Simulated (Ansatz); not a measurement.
# Isomers

Structures of C₂H₃S (charge -1), closed shell, relaxed at PBE0-D4/def2-TZVPD (vibrations not checked; lower isomers may exist, and structures with a doubtful reference or unclear bonds are left out). Ansatz 0.2.0; basis: def2-TZVPPD; cores frozen in the correlated methods. B3LYP uses VWN-RPA correlation.

Question: Rank them by CCSD(T) energy, lowest first, and give each one's height above the lowest. Links in brackets join atoms within 1.22 times the sum of their covalent radii (1.1 for two metals). (To be estimated.)
A.
C₂H₃S ([CH3][C][S]), total charge -1
```
6
angstrom
C -0.2781 0.2878 -0.2608
C 0.3452 -1.0555 0.0197
S 1.3207 -1.0936 1.3573
H -1.3706 0.1682 -0.2909
H 0.0006 0.5984 -1.2779
H -0.0177 1.0947 0.4526
```
B.
C₂H₃S ([CH]1[CH2][S]1), total charge -1
```
6
angstrom
C 0.0005 -0.9656 0.4032
C 0.2265 0.4643 0.0963
S -1.5435 0.0850 -0.0553
H 0.1906 -1.5247 -0.5309
H 0.6859 0.8016 -0.8407
H 0.4400 1.1395 0.9274
```
C.
C₂H₃S ([CH2][CH][S]), total charge -1
```
6
angstrom
C -0.5382 0.2585 0.1875
C 0.7107 -0.0457 0.5985
S 1.3121 -1.5065 1.2843
H -1.3495 -0.4605 0.2609
H -0.7622 1.2382 -0.2297
H 1.4504 0.7539 0.4781
```

Answer: Computed: C (0.000 eV), A (1.686 eV), B (2.139 eV). Heights count from the lowest.

Question: Do PBE-D4, r2SCAN-D4, PBE0-D4, B3LYP-D4, wB97M-V, HF, MP2 give the same order? (A judgement: the text doesn't fix the answer.)

Answer: The calculation gives: All do.

T1 diagnostic: at most 0.024. The restricted Hartree–Fock reference is unstable towards an unrestricted one at one or more of these structures.

For scale, one of the runs: CCSD(T)/def2-TZVPPD, 176 basis functions, launched by `ansatz run in.yaml --threads 2 --pin off --events-out ev --progress --plain --max-ram 4352MiB`. Time: 32 s of wall clock on 2 CPU threads of an Arm Neoverse V1; the host was shared. Peak host memory: 1.6 GiB.
